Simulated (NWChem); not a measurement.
# Correlation energy of difluoromethane (CH$_{2}$F$_{2}$)

```
C
F 1 1.3440
F 1 1.3440 2 109.24
H 1 1.1045 2 108.98 3 -118.98
H 1 1.1045 4 111.63 2 120.43
```
Charge 0, spin multiplicity 1.

Everything below was run with NWChem. Structure: optimised with PBE0/def2-SVP, a minimum by its harmonic frequencies.

Basis set: def2-SVP. Each correlation energy counts from its own Hartree-Fock reference.

The correlated methods keep 3 core orbitals frozen. Coupled-cluster values serve here as a point of comparison, not as the truth.

### Question
For the correlation energy, CR-CCSD[T] gives -533.0 mHa and CCSD(T) gives -533.9 mHa. What do SCS-MP2, CCSD+T(CCSD), CR-CCSD(T) give?

### Answer
SCS-MP2: -493.1 mHa; CCSD+T(CCSD): -535.0 mHa; CR-CCSD(T): -532.2 mHa.
